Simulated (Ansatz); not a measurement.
Dissociation curve of HF, singlet.

Levels of theory: UCCSDT(Q) = CCSDT(Q) on UHF/def2-SVP, frozen core (Ansatz, a program for electronic structure); UHF/def2-SVP (Ansatz); FCI = full CI/def2-SVP, frozen core run with Ansatz.

Energies are in kcal/mol, each relative to the lowest point of its own curve near equilibrium.

```tsv
R / Å	UCCSDT(Q)	UHF	FCI
0.74	37.3	32.2	37.3
0.78	20.1	___	20.1
0.84	5.5	3.4	5.5
0.86	3.0	1.4	3.0
0.89	0.7	0.0	0.7
0.92	0.0	0.2	0.0
0.95	0.6	___	0.6
0.96	1.0	2.4	1.0
1.03	6.7	10.1	6.7
1.08	12.6	17.5	12.6
1.14	20.9	27.7	20.9
1.25	37.7	48.0	37.7
1.40	60.1	71.9	60.1
1.48	70.9	79.0	70.9
1.65	90.2	87.1	90.3
1.85	—	___	___
2.02	—	92.3	115.6
2.28	—	93.2	123.2
2.48	—	___	___
2.75	—	93.6	127.7
3.23	—	93.7	128.7
3.63	—	93.7	128.9
```

Q: Some entries are withheld; supply them.

A: 
- 0.78, UHF: 16.2
- 0.95, UHF: 1.7
- 1.85, UHF: 91.0
- 1.85, FCI: 106.6
- 2.48, UHF: 93.4
- 2.48, FCI: 126.0

A dash means that the run gave no value there, or that the column was ended at a point which the program doubted or which failed a test of continuity chosen for this set; such a test can also cut sound points.

The unrestricted determinant behind UCCSDT(Q), UHF is spin-contaminated at 1.40 to 3.63 Å (<S²> up to 1.0, against 0.00 for a pure singlet).
